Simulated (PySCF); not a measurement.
# Identify the compound

Molecular formula: C$_{2}$H$_{8}$N$_{2}$. Simulated spectra:

$^{1}$H NMR (300 MHz, computed): δ 2.40 (s, 4H), 0.38 (br s, 4H).

$^{13}$C{$^{1}$H} NMR (computed): δ 56.5 (CH2, 2C).

Computed data (PySCF 2.14.0 with density-fitted response routines): geometry: PBE0-D3(BJ)/def2-TZVP, shieldings: GIAO PBE0/pcSseg-2. Single conformer, relativity neglected, fast rotation and ring inversion assumed for equivalent nuclei, isolated molecule.

References, each an isolated molecule treated in the same way: $^{1}$H (σref 31.52) and $^{13}$C (σref 186.03) against TMS.

Problem. Deduce the structure.

Solution. 
- The formula gives 0 degrees of unsaturation.
- 1 carbon signal for 2 carbons: some carbons are equivalent by symmetry or fast rotation.
- Carbon types of the structure: 2 × CH2, leaving 4 H on heteroatoms.
- δC 56.5: sp3 CH2 bonded to N; pulled downfield by the heteroatom.
- δH 2.40: hydrogen on an sp3 CH2 bonded to N; its carbon carries N, hence the downfield position.
- δH 0.38: hydrogen on an amine nitrogen; labile proton, position sensitive to the medium.

The compound is `InChI=1S/C2H8N2/c3-1-2-4/h1-4H2`.

Exchangeable OH/NH protons stand at their gas-phase positions; hydrogen bonding in a real sample shifts them, mostly to higher δ. Shifts are as computed. Against solution values, carbons near 30 ppm lie about +3 ppm off and those near 130 ppm about +9 ppm. Of 1211 compounds with measured shifts, 218 miss one by over three times the rms of a fit or turn the order of signals round; such compounds aren't used in these exercises.
